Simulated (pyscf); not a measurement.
# Concerted two-bond exchange: `[CH3][In]([OH])[OH]` + `[H][H]` → `[CH3][InH][OH]` + `[OH2]`

Gas phase, singlet surface, charge 0. Bonds broken: In2–O3, H10–H11. Bonds formed: In2–H11, O3–H10. Single points on ωB97X-D3(BJ)/def2-SVP structures (PySCF, gas phase).

Transition state (Å):

```xyz
11

C      1.0150    -0.0412    -0.1565
In    -1.1119     0.0474    -0.1386
O     -2.2709    -1.7635     0.0941
O     -2.2335     1.5650     0.4885
H      1.3835    -0.3025     0.8465
H      1.4227     0.9403    -0.4370
H      1.3594    -0.7961    -0.8771
H     -1.8438    -2.5976     0.3308
H     -3.1744     1.3546     0.5025
H     -2.2141    -1.4071    -1.1659
H     -1.9801    -0.7608    -1.8760
```

One imaginary mode, 1223i cm⁻¹; descent along it reached the two sides named, in the forms told below.

| bond | change | reactant side (Å) | saddle | product side |
|---|---|---|---|---|
| In2–O3 | breaks | 2.008 | 2.163 | 2.366 |
| H10–H11 | breaks | 0.763 | 0.988 | 4.1 |
| In2–H11 | forms | 2.9 | 2.104 | 1.720 |
| O3–H10 | forms | 2.547 | 1.311 | 0.966 |

Electronic energies relative to the separated reactants (kJ/mol):

| level | barrier | reaction energy | reverse barrier |
|---|---|---|---|
| ωB97X-D3(BJ)/def2-TZVP | 77.0 | +19.2 | 57.8 |
| PBE/def2-TZVP | 65.2 | +18.1 | 47.1 |
| r²SCAN/def2-TZVP | 67.2 | +21.6 | 45.5 |
| B3LYP-D3(BJ)/def2-TZVP | 77.4 | +18.5 | 58.9 |
| PBE0-D3(BJ)/def2-TZVP | 66.4 | +10.1 | 56.3 |
| M06-2X/def2-TZVP | 78.8 | +28.9 | 49.9 |
| ωB97M-D3(BJ)/def2-TZVP | 77.9 | +11.5 | 66.4 |
| HF/def2-TZVP | 117.4 | +0.4 | 117.0 |

With ωB97M-D3(BJ)/def2-TZVP energies and thermal terms (ideal gas, 1 atm, RRHO with modes under 100 cm⁻¹ raised to 100, one conformer, R ln 2 for chiral ones without a mode under 150 cm⁻¹), in kJ/mol:

```json
[
 {"T (K)": "298", "ΔH‡": "78.9", "ΔG‡": "115.0", "ΔH": "+20.0", "ΔG": "+12.7"},
 {"T (K)": "600", "ΔH‡": "75.5", "ΔG‡": "153.1", "ΔH": "+15.6", "ΔG": "+7.1"},
 {"T (K)": "900", "ΔH‡": "74.8", "ΔG‡": "192.1", "ΔH": "+12.0", "ΔG": "+3.7"},
 {"T (K)": "1200", "ΔH‡": "75.7", "ΔG‡": "231.1", "ΔH": "+9.4", "ΔG": "+1.3"}
]
```

On the product side the descent ends in an adduct with a In–O contact (not fully relaxed), 73.4 kJ/mol under the separated species and 131.2 kJ/mol under the saddle at ωB97X-D3(BJ)/def2-TZVP. What is counted as broken (In–O) persists as a longer contact in the product adduct; parting that adduct is a step of its own. At the saddle there is also a short H–In contact that neither side keeps. This saddle turned up in a search for another step; its sides and bond changes are read from the two ends of the descent. One saddle was located; it need not be the lowest between these sides. Elements past Kr carry the def2 core potentials, without spin-orbit coupling.
